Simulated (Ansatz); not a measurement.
Compare A (`C/N=C(/O)C#N`) with its isomer B (`N=C=CC(=N)O`).

Program: Ansatz. Geometries: PBE0-D4/def2-TZVP. ΔE: electronic, gas phase. CCSD(T)/CBS is the MP2 limit (def2-TZVPP, def2-QZVPP) plus CCSD(T) − MP2 in def2-TZVPP, frozen cores. Functionals use def2-TZVPP. B3LYP here is the variant with VWN-RPA as its local correlation; programs differ in this. One conformer a species, not always the lowest.

Q: Which isomer does CCSD(T)/CBS put lower? Give the gap. (Best estimate.)

A: Ansatz gave: A, by 11.6 kcal/mol.

Q: Give E(B) − E(A) in kcal/mol with MP2/def2-TZVPP, PBE0-D4, PBE-D4, B3LYP, B3LYP-D4, CCSD(T)/def2-TZVPP, B2PLYP. (Best estimate.)

A: Ansatz gave: MP2/def2-TZVPP 14.7, PBE0-D4 6.1, PBE-D4 5.2, B3LYP 7.2, B3LYP-D4 7.2, CCSD(T)/def2-TZVPP 13.0, B2PLYP 10.5. None reverses the order clearly.

Largest T1 diagnostic: 0.015.

In def2-TZVPP, CCSD(T) changes the Hartree–Fock value by +1.2 kcal/mol (the triples alone add −0.2 kcal/mol) and MP2 by +2.9 kcal/mol. From PBE to PBE0 (25 % exact exchange), in def2-TZVPP and without D4, E(B) − E(A) moves by +0.9 kcal/mol.
